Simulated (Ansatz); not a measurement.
# AlH2− (singlet): from Hartree-Fock to the top rungs at a displaced geometry (v2), 6-31++G**

Aim: climb from Hartree-Fock through coupled cluster and multireference methods for AlH2− (singlet) at one geometry and basis, and see what each rung misses.

Method: 6-31++G**, core rule «outside noble gas», up to 5 orbitals frozen; program: Ansatz 0.2.0, Gaussian basis.

The runs, in order: UHF; CCSD(T) on RHF; CCSD(T) on UHF; BCCD(T) on RHF; CISD; CCSDT(Q) on RHF; CCSDT(Q) on UHF; CCSDTQ on RHF; CASSCF and MRCISD+Q, 6 electrons in 6 orbitals; CASSCF and NEVPT2, 6 electrons in 6 orbitals; Full CI.

18 further runs of the same task are left out: 6 that didn't finish, 12 set aside as unsound or not needed.

### 1 The system

The geometry is a PBE0/def2-TZVPD stationary point (not a proven minimum) with its atoms shifted at random (size 0.100 Å).

3 atoms, charge -1, spin multiplicity 1.

Atoms are counted from 1 here; the program's logs count them from 0.

Bond lengths: Al1–H2 1.702 Å, Al1–H3 1.685 Å. Angles: H2–Al1–H3 93.1°.

### 2 UHF

Contents of in.yaml:

```yaml
crystal:
  periodic: [false, false, false]
  atoms:
    - {symbol: Al, position_ang: [0.008799, -0.080504, -0.000522]}
    - {symbol: H, position_ang: [-0.156076, 1.093710, -1.221809]}
    - {symbol: H, position_ang: [-0.079455, 1.061287, 1.235772]}
basis:
  gaussian: {orbitals: "6-31++G**"}
total_charge: -1
magnetization: {spin_polarized: true, initial_magnetization: 0}
hamiltonian: {xc: hf}
output: {orbitals: {seedname: orbitals}}
```

Command:

```
$ ansatz run in.yaml --threads 1 --pin off --events-out ev --progress --plain --max-ram 2393MiB
```

After this run come: CCSD(T) on RHF; CCSD(T) on UHF; BCCD(T) on RHF; CISD; CCSDT(Q) on RHF; CCSDT(Q) on UHF; CCSDTQ on RHF; CASSCF and MRCISD+Q, 6 electrons in 6 orbitals; CASSCF and NEVPT2, 6 electrons in 6 orbitals; Full CI.

Before running them: what should the planned runs give, taken together? Wanted: FCI below the RHF energy; RMP2 from FCI; RCCSD from FCI; RCCSD(T) from FCI; RCCSDT(Q) from FCI; NEVPT2 valence from FCI; MRCISD+Q valence from FCI; T1 diagnostic; effectively unpaired electrons.

The runs gave:

| quantity | value |
| --- | --- |
| FCI below the RHF energy | -2.5898 eV |
| RMP2 from FCI | +15.56 kcal/mol |
| RCCSD from FCI | +1.53 kcal/mol |
| RCCSD(T) from FCI | +0.39 kcal/mol |
| RCCSDT(Q) from FCI | +0.01 kcal/mol |
| NEVPT2 valence from FCI | +12.44 kcal/mol |
| MRCISD+Q valence from FCI | +0.57 kcal/mol |
| levels within 1 kcal/mol (43 meV) | RCCSD(T), BCCD(T), RCCSDT, RCCSDT(Q), RCCSDTQ, MRCISD+Q valence |
| T1 diagnostic | 0.017 |
| effectively unpaired electrons | 0.08 |

**Reading.** RCCSD(T) lands +0.39 kcal/mol from the yardstick (0.7 % of the correlation energy). One determinant dominates. Of the multireference levels listed MRCISD+Q valence comes nearest in total energy (+0.57 kcal/mol), which doesn't show that its space is the better one. These misses are within one basis, not against nature.
